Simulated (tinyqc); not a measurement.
Coupled-perturbed Hartree-Fock on RHF in the sto-6g basis, for HF, spin multiplicity 1, step by step. One step of it, computed by the program tinyqc.

Task: Orthogonalisation. S = U s U^T; symmetric (Loewdin) form X = U s^(-1/2) U^T, so that X^T S X = 1.

overlap S:
```
,1F 1s,1F 2s,1F 2px,1F 2py,1F 2pz,2H 1s
1F 1s,1.000000,0.232479,0.000000,0.000000,0.000000,0.038402
1F 2s,0.232479,1.000000,0.000000,0.000000,0.000000,0.375661
1F 2px,0.000000,0.000000,1.000000,0.000000,0.000000,0.000000
1F 2py,0.000000,0.000000,0.000000,1.000000,0.000000,0.000000
1F 2pz,0.000000,0.000000,0.000000,0.000000,1.000000,0.304968
2H 1s,0.038402,0.375661,0.000000,0.000000,0.304968,1.000000
```

Give: eigenvalues of S; X.

Result:

eigenvalues of S: 0.4932  0.8497  1.0000  1.0000  1.1237  1.5334

X:
```
,1F 1s,1F 2s,1F 2px,1F 2py,1F 2pz,2H 1s
1F 1s,1.0219,-0.1269,0.0000,0.0000,-0.0052,0.0179
1F 2s,-0.1269,1.0881,0.0000,0.0000,0.0533,-0.2259
1F 2px,0.0000,0.0000,1.0000,0.0000,0.0000,0.0000
1F 2py,0.0000,0.0000,0.0000,1.0000,0.0000,0.0000
1F 2pz,-0.0052,0.0533,0.0000,0.0000,1.0424,-0.1802
2H 1s,0.0179,-0.2259,0.0000,0.0000,-0.1802,1.1073
```
